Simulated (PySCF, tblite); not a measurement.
# CHN: bond homolysis

Aim: compute the bond homolysis of CHN (`C#N`).

Programs: tblite 0.8.0 and PySCF 2.14.0, with routines of our own; each step states its level. All values are computed. Atoms count from 0.

## (1) The system as given

3 atoms, charge 0, multiplicity 1; geometry from: start built from the parent or by distance geometry.

## (2) Relaxing the molecule with GFN2-xTB

The job: settings as JSON, then the geometry in Å.

```
{"job": {"kind": "relax", "xc": "GFN2-xTB", "basis": "xTB"}, "charge": 0, "multiplicity": 1}
C     -0.012400    -0.002900    -0.005300
N      1.116800     0.022400    -0.023000
H     -1.081400    -0.024600     0.003200
```

Command:

```sh
$ OMP_NUM_THREADS=1 python redox_run.py task.json out
```

The driver reads the jobs from task.json and runs them one after another.

The program printed:

```text
step      E/eV     max force
  0    -149.76696    1.444
  1    -149.71983    3.930
  2    -149.77313    0.131
  3    -149.77323    0.029
  4    -149.77325    0.018
  5    -149.77326    0.013
  6    -149.77327    0.012
  7    -149.77327    0.005
```

It took 0.01 s on 1 thread of INTEL XEON PLATINUM 8581C at 2.30GHz, shared host.

The steps of the relaxation: (the energy doesn't fall at every step)

```csv
step,energy from step 0 (eV),largest force (eV/Å)
0,0.0000,1.4442
1,0.0471,3.9298
2,-0.0062,0.1307
3,-0.0063,0.0288
4,-0.0063,0.0183
5,-0.0063,0.0127
6,-0.0063,0.0122
7,-0.0063,0.0050
```

Close pairs (by a distance rule), those that changed most:

```csv
bond,before (Å),after (Å),change (Å)
C0–H2,1.069,1.058,-0.011
C0–N1,1.130,1.138,+0.008
```

The end geometry stands in the next job.

## (3) Harmonic vibrations with GFN2-xTB

The job: settings as JSON, then the geometry in Å.

```
{"job": {"kind": "ir", "xc": "GFN2-xTB", "basis": "xTB"}, "charge": 0, "multiplicity": 1}
C     -0.018772    -0.002262    -0.008037
N      1.118531     0.022113    -0.021687
H     -1.076797    -0.024927     0.004618
```

The program printed:

```text
mode    cm-1     km/mol
  1     776.5     10.30
  2     776.6     10.30
  3    2295.5     25.50
  4    3288.1      9.23
ZPE 42.687  H(298)-E 51.812  G(298)-E -8.127 kJ/mol  S 201.04 J/(mol K)
```

Wall time 0.04 s (1 thread of INTEL XEON PLATINUM 8581C at 2.30GHz, shared host).

Which atoms move in the most intense modes:

```csv
cm⁻¹,km/mol,atoms
776,10.3,"H2 73 %, C0 23 %"
777,10.3,"H2 73 %, C0 23 %"
2296,25.5,"N1 47 %, C0 40 %, H2 13 %"
3288,9.2,"H2 83 %, C0 15 %"
```

## (4) Relaxing the molecule at PBE0-D3(BJ)/def2-SVP

The job: settings as JSON, then the geometry in Å.

```
{"job": {"xc": "PBE0", "basis": "def2-SVP", "d3": "d3bj", "grid": 1, "kind": "geom"}, "charge": 0, "multiplicity": 1}
C     -0.018772    -0.002262    -0.008037
N      1.118531     0.022113    -0.021687
H     -1.076797    -0.024927     0.004618
```

The program printed:

```text
step   0  E = -93.23654103  max force = 0.042475
step   1  E = -93.23750402  max force = 0.002247
step   2  E = -93.23750704  max force = 0.000301
optimisation converged
```

Run time: 0.77 s. Hardware: 1 thread of INTEL XEON PLATINUM 8581C at 2.30GHz, shared host.

The steps of the relaxation:

```csv
step,energy from step 0 (eV),largest force component (eV/Å)
0,0.0000,2.1842
1,-0.0262,0.1155
2,-0.0263,0.0155
```

Close pairs (by a distance rule), those that changed most:

```csv
bond,before (Å),after (Å),change (Å)
C0–H2,1.058,1.079,+0.021
C0–N1,1.138,1.154,+0.016
```

The end geometry stands in the next job.

```csv
at the end point,value
point group (found at 0.08 Å tolerance),Cinfv
"rotational constants (GHz, main isotopes)","44.291, 44.291"
dipole moment (D),2.90
```

## (5) Harmonic vibrations (CHN): PBE0-D3(BJ)/def2-SVP

The job: settings as JSON, then the geometry in Å.

```
{"job": {"xc": "PBE0", "basis": "def2-SVP", "d3": "d3bj", "grid": 2, "kind": "hessian"}, "charge": 0, "multiplicity": 1}
C     -0.017268    -0.002243    -0.008052
N      1.136236     0.023059    -0.022237
H     -1.096317    -0.025846     0.005178
```

The program printed:

```text
coarse grid: 2768 points
cycle   1  E = -93.1920722426  dE =  1.063e-01  |g| = 3.564e-01  |ddm| = 1.897e+00
cycle   2  E = -93.0577535337  dE =  1.343e-01  |g| = 8.472e-01  |ddm| = 7.836e-01
cycle   3  E = -93.2264097905  dE = -1.687e-01  |g| = 3.414e-02  |ddm| = 5.357e-01
cycle   4  E = -93.2267039611  dE = -2.942e-04  |g| = 1.288e-02  |ddm| = 4.391e-02
cycle   5  E = -93.2267452787  dE = -4.132e-05  |g| = 7.294e-04  |ddm| = 1.258e-02
cycle   6  E = -93.2267454107  dE = -1.319e-07  |g| = 2.018e-04  |ddm| = 7.943e-04
final grid: 27576 points
cycle   7  E = -93.2375129482  dE = -4.583e-06  |g| = 2.168e-03  |ddm| = 6.963e-03
cycle   8  E = -93.2375128544  dE =  9.372e-08  |g| = 2.427e-03  |ddm| = 3.953e-03
cycle   9  E = -93.2375139335  dE = -1.079e-06  |g| = 1.219e-03  |ddm| = 2.166e-03
cycle  10  E = -93.2375142682  dE = -3.347e-07  |g| = 2.263e-05  |ddm| = 7.860e-04
cycle  11  E = -93.2375142683  dE = -9.986e-11  |g| = 5.769e-06  |ddm| = 2.097e-05
converged SCF energy = -93.2375142683

mode    cm-1
  1     771.4
  2     771.4
  3    2241.9
  4    3475.4
ZPE 43.425  H(298)-E 52.559  G(298)-E -7.466 kJ/mol  S 201.33 J/(mol K)
```

Run time: 2.4 s. Hardware: 1 thread of INTEL XEON PLATINUM 8581C at 2.30GHz, shared host.

Zero-point energy 43.42 kJ/mol (xTB gave 42.69).

## (6) Single point (CHN): B3LYP-D3(BJ)/def2-TZVP

Geometry: PBE0-D3(BJ)/def2-SVP.

The job: settings as JSON, then the geometry in Å.

```
{"job": {"kind": "sp", "xc": "B3LYP", "basis": "def2-TZVP", "d3": "d3bj", "grid": 2}, "charge": 0, "multiplicity": 1}
C     -0.017268    -0.002243    -0.008052
N      1.136236     0.023059    -0.022237
H     -1.096317    -0.025846     0.005178
```

The program printed:

```text
coarse grid: 2768 points
cycle   1  E = -93.4293855931  dE =  1.167e-01  |g| = 3.815e-01  |ddm| = 1.449e+00
cycle   2  E = -93.2568824402  dE =  1.725e-01  |g| = 9.521e-01  |ddm| = 7.457e-01
cycle   3  E = -93.4662834583  dE = -2.094e-01  |g| = 5.537e-02  |ddm| = 5.276e-01
cycle   4  E = -93.4669486482  dE = -6.652e-04  |g| = 2.012e-02  |ddm| = 5.367e-02
cycle   5  E = -93.4670423560  dE = -9.371e-05  |g| = 1.156e-03  |ddm| = 1.240e-02
cycle   6  E = -93.4670427669  dE = -4.109e-07  |g| = 2.145e-04  |ddm| = 9.222e-04
final grid: 27576 points
cycle   7  E = -93.4654528445  dE = -8.061e-06  |g| = 1.889e-03  |ddm| = 1.768e-02
cycle   8  E = -93.4654528540  dE = -9.484e-09  |g| = 1.842e-03  |ddm| = 2.432e-03
cycle   9  E = -93.4654534261  dE = -5.721e-07  |g| = 9.988e-04  |ddm| = 1.244e-03
cycle  10  E = -93.4654536342  dE = -2.081e-07  |g| = 1.522e-04  |ddm| = 5.321e-04
cycle  11  E = -93.4654536389  dE = -4.722e-09  |g| = 1.258e-05  |ddm| = 8.604e-05
converged SCF energy = -93.4654536389
```

Wall time 0.46 s (1 thread of INTEL XEON PLATINUM 8581C at 2.30GHz, shared host).

## (7) Geometry optimisation with GFN2-xTB

This step treats CN radical, labelled `[C]#N` (the label fixes atoms and charge, not where charge and spin sit).

The job: settings as JSON, then the geometry in Å.

```
{"job": {"kind": "relax", "xc": "GFN2-xTB", "basis": "xTB"}, "charge": 0, "multiplicity": 2}
C     -0.001000    -0.008400    -0.013300
N      1.125500     0.031700    -0.045300
```

The program printed:

```text
step      E/eV     max force
  0    -133.22183    1.105
  1    -133.19119    2.896
  2    -133.22620    0.091
  3    -133.22623    0.008
```

Wall time 0.01 s (1 thread of INTEL XEON PLATINUM 8581C at 2.30GHz, shared host).

Relaxation path: (the energy doesn't fall at every step)

```csv
step,energy from step 0 (eV),largest force (eV/Å)
0,0.0000,1.1051
1,0.0306,2.8960
2,-0.0044,0.0911
3,-0.0044,0.0080
```

The bond:

```csv
bond,before (Å),after (Å),change (Å)
C0–N1,1.128,1.136,+0.008
```

The end geometry stands in the next job.

## (8) Infrared spectrum with GFN2-xTB

The job: settings as JSON, then the geometry in Å.

```
{"job": {"kind": "ir", "xc": "GFN2-xTB", "basis": "xTB"}, "charge": 0, "multiplicity": 2}
C     -0.005010    -0.008502    -0.013221
N      1.129492     0.031855    -0.045365
```

The program printed:

```text
mode    cm-1     km/mol
  1    2372.1      1.15
ZPE 14.188  H(298)-E 22.865  G(298)-E -37.379 kJ/mol  S 202.06 J/(mol K)
```

Wall time 0.04 s (1 thread of INTEL XEON PLATINUM 8581C at 2.30GHz, shared host).

The strongest bands and the atoms that carry them (share of the mass-weighted mode):

```csv
cm⁻¹,km/mol,atoms
2372,1.1,"C0 54 %, N1 46 %"
```

## (9) Relaxing the molecule at PBE0-D3(BJ)/def2-SVP

This step treats CN radical, labelled `[C]#N` (the label fixes atoms and charge, not where charge and spin sit).

The job: settings as JSON, then the geometry in Å.

```
{"job": {"xc": "PBE0", "basis": "def2-SVP", "d3": "d3bj", "grid": 1, "kind": "geom"}, "charge": 0, "multiplicity": 2}
C     -0.005010    -0.008502    -0.013221
N      1.129492     0.031855    -0.045365
```

The program printed:

```text
step   0  E = -92.52389307  max force = 0.079185
step   1  E = -92.52616058  max force = 0.002216
step   2  E = -92.52616244  max force = 0.000213
optimisation converged
```

Run time: 0.66 s. Hardware: 1 thread of INTEL XEON PLATINUM 8581C at 2.30GHz, shared host.

Relaxation path:

```csv
step,energy from step 0 (eV),largest force component (eV/Å)
0,0.0000,4.0719
1,-0.0617,0.1140
2,-0.0618,0.0110
```

The bond:

```csv
bond,before (Å),after (Å),change (Å)
C0–N1,1.136,1.167,+0.031
```

The final coordinates are the input of the step that follows.

```csv
at the end point,value
point group (found at 0.08 Å tolerance),Cinfv
"rotational constants (GHz, main isotopes)","57.421, 57.421"
dipole moment (D),1.45
⟨S²⟩,0.765
```

## (10) Harmonic vibrations (CN radical, [C]#N): PBE0-D3(BJ)/def2-SVP

The job: settings as JSON, then the geometry in Å.

```
{"job": {"xc": "PBE0", "basis": "def2-SVP", "d3": "d3bj", "grid": 2, "kind": "hessian"}, "charge": 0, "multiplicity": 2}
C     -0.020538    -0.009265    -0.012460
N      1.145262     0.032708    -0.045937
```

The program printed:

```text
coarse grid: 2152 points
cycle   1  E = -92.4785926683  dE =  1.450e-01  |g| = 2.590e-01  |ddm| = 1.250e+00
cycle   2  E = -92.1663443761  dE =  3.122e-01  |g| = 8.578e-01  |ddm| = 7.361e-01
cycle   3  E = -92.5141715477  dE = -3.478e-01  |g| = 1.967e-02  |ddm| = 5.563e-01
cycle   4  E = -92.5148042419  dE = -6.327e-04  |g| = 1.166e-02  |ddm| = 5.033e-02
cycle   5  E = -92.5150660456  dE = -2.618e-04  |g| = 8.025e-03  |ddm| = 2.731e-02
cycle   6  E = -92.5152356271  dE = -1.696e-04  |g| = 3.903e-03  |ddm| = 2.568e-02
cycle   7  E = -92.5153127359  dE = -7.711e-05  |g| = 1.566e-03  |ddm| = 2.819e-02
cycle   8  E = -92.5153170277  dE = -4.292e-06  |g| = 5.426e-04  |ddm| = 3.763e-03
final grid: 22200 points
cycle   9  E = -92.5261651253  dE =  8.034e-07  |g| = 3.142e-03  |ddm| = 4.278e-03
cycle  10  E = -92.5261351547  dE =  2.997e-05  |g| = 8.719e-03  |ddm| = 7.264e-03
cycle  11  E = -92.5261694372  dE = -3.428e-05  |g| = 4.413e-04  |ddm| = 5.686e-03
cycle  12  E = -92.5261695501  dE = -1.130e-07  |g| = 8.011e-05  |ddm| = 4.167e-04
cycle  13  E = -92.5261695672  dE = -1.710e-08  |g| = 2.757e-05  |ddm| = 2.391e-04
cycle  14  E = -92.5261695705  dE = -3.263e-09  |g| = 1.397e-05  |ddm| = 1.103e-04
cycle  15  E = -92.5261695716  dE = -1.071e-09  |g| = 7.495e-06  |ddm| = 7.379e-05
cycle  16  E = -92.5261695719  dE = -3.111e-10  |g| = 8.778e-07  |ddm| = 6.243e-05
cycle  17  E = -92.5261695719  dE = -4.192e-12  |g| = 5.153e-07  |ddm| = 5.011e-06
converged SCF energy = -92.5261695719

mode    cm-1
  1    2216.5
ZPE 13.258  H(298)-E 21.935  G(298)-E -38.445 kJ/mol  S 202.51 J/(mol K)
```

Wall time 2.3 s (1 thread of INTEL XEON PLATINUM 8581C at 2.30GHz, shared host).

Zero-point energy 13.26 kJ/mol (xTB gave 14.19).

## (11) Single point (CN radical, [C]#N): B3LYP-D3(BJ)/def2-TZVP

Geometry: PBE0-D3(BJ)/def2-SVP.

The job: settings as JSON, then the geometry in Å.

```
{"job": {"kind": "sp", "xc": "B3LYP", "basis": "def2-TZVP", "d3": "d3bj", "grid": 2}, "charge": 0, "multiplicity": 2}
C     -0.020538    -0.009265    -0.012460
N      1.145262     0.032708    -0.045937
```

The program printed:

```text
coarse grid: 2152 points
cycle   1  E = -92.7131562837  dE =  1.618e-01  |g| = 2.760e-01  |ddm| = 9.373e-01
cycle   2  E = -92.2946437891  dE =  4.185e-01  |g| = 9.947e-01  |ddm| = 6.036e-01
cycle   3  E = -92.7508802455  dE = -4.562e-01  |g| = 1.971e-02  |ddm| = 4.651e-01
cycle   4  E = -92.7512047499  dE = -3.245e-04  |g| = 7.496e-03  |ddm| = 2.540e-02
cycle   5  E = -92.7512964610  dE = -9.171e-05  |g| = 5.416e-03  |ddm| = 1.265e-02
cycle   6  E = -92.7513436744  dE = -4.721e-05  |g| = 3.098e-03  |ddm| = 8.803e-03
cycle   7  E = -92.7513690034  dE = -2.533e-05  |g| = 6.686e-04  |ddm| = 9.881e-03
cycle   8  E = -92.7513708763  dE = -1.873e-06  |g| = 3.187e-04  |ddm| = 2.756e-03
final grid: 22200 points
cycle   9  E = -92.7499189037  dE = -5.867e-06  |g| = 1.400e-03  |ddm| = 1.216e-02
cycle  10  E = -92.7499152598  dE =  3.644e-06  |g| = 3.239e-03  |ddm| = 1.952e-03
cycle  11  E = -92.7499195424  dE = -4.283e-06  |g| = 8.778e-04  |ddm| = 1.817e-03
cycle  12  E = -92.7499199092  dE = -3.668e-07  |g| = 1.897e-04  |ddm| = 4.338e-04
cycle  13  E = -92.7499199689  dE = -5.966e-08  |g| = 8.833e-05  |ddm| = 3.616e-04
cycle  14  E = -92.7499199899  dE = -2.104e-08  |g| = 2.341e-05  |ddm| = 2.748e-04
cycle  15  E = -92.7499199928  dE = -2.876e-09  |g| = 1.008e-05  |ddm| = 9.364e-05
converged SCF energy = -92.7499199928
```

It took 0.64 s on 1 thread of INTEL XEON PLATINUM 8581C at 2.30GHz, shared host.

(Part 1 of 2 ends here.)
